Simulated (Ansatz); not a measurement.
## Li2MnSnS4 (Pc, No. 7; cell taken from a computed entry)

All values below come from r²SCAN+SOC (Ansatz, a quantum-chemistry and plane-wave program, PAW).

Numerical settings: plane-wave cutoff 560 eV, 6×4×4 k mesh (along the axes of the cell as run), Fermi–Dirac smearing 0.01 eV, spin-polarised start, PAW data made under PBE.

Cell (relaxed with PBEsol):

Li₂MnSnS₄ is modelled in the monoclinic space group Pc (No. 7), Pearson symbol mP16. Cell: a = 6.3885 Å, b = 6.7723 Å, c = 10.1713 Å, α = 90.00°, β = 128.74°, γ = 90.00°. Li1 on 2a has 4 S at 2.421–2.448 Å (tetrahedral). Li2 on 2a is coordinated by 4 S at 2.406–2.430 Å (tetrahedral). Mn on 2a is coordinated by 4 S at 2.353–2.367 Å (tetrahedral). Sn on 2a sees 4 S at 2.407–2.416 Å (tetrahedral). S1 on 2a sees 1 Mn at 2.367 Å and 1 Sn at 2.407 Å and 2 Li at 2.425–2.433 Å (tetrahedral). S2 on 2a sees 1 Mn at 2.366 Å and 1 Sn at 2.411 Å and 2 Li at 2.430–2.448 Å (tetrahedral). S3 on 2a is coordinated by 1 Mn at 2.363 Å and 1 Sn at 2.409 Å and 2 Li at 2.418–2.440 Å (tetrahedral). S4 on 2a sees 1 Mn at 2.353 Å and 2 Li at 2.406–2.421 Å and 1 Sn at 2.416 Å (tetrahedral). (Neighbours: up to the widest gap in distance over summed covalent radii, below 1.35, at either atom; cation-cation and far metal-metal contacts left out.)

```json
{
 "band_gap": "1.59 eV (on the SCF k mesh)",
 "direct gap at Γ": "1.96 eV"
}
```

Note: the magnetic order was assumed, not searched for or taken from measurement; cell and atoms aren't relaxed at this level (largest force component 0.34 eV/Å, pressure 1.4 GPa).

Computed values are for the static lattice.
